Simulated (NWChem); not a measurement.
Species: CHO cation

```xyz
3

C      0.0000     0.0000    -0.5086
O      0.0000     0.0000     0.5958
H      0.0000     0.0000    -1.6198
```
Atoms are numbered in this order, from 1.

Program: NWChem. Pople sets run with spherical d functions. The geometry was optimised at PBE0/def2-SVP. Level: M05-2X/6-31G* with SMD (1 M gas to 1 M solution), gas-phase geometry. Reactions with the solvent are ignored.

```
solvent          dielectric constant  solvation free energy (kcal/mol)  cavity-dispersion-structure term (kcal/mol)
---------------  -------------------  --------------------------------  -------------------------------------------
water                           78.4                             -82.3                                          5.3
tetrahydrofuran                 7.43                             -71.0                                          1.8
acetonitrile                    35.7                             -80.6                                          2.4
diethyl ether                   4.24                             -62.7                                          1.4
ethyl acetate                   5.99                        (withheld)                                          1.7
```

Problem. Complete the blanks.

Solution. 
- ethyl acetate, solvation free energy (kcal/mol): -68.4
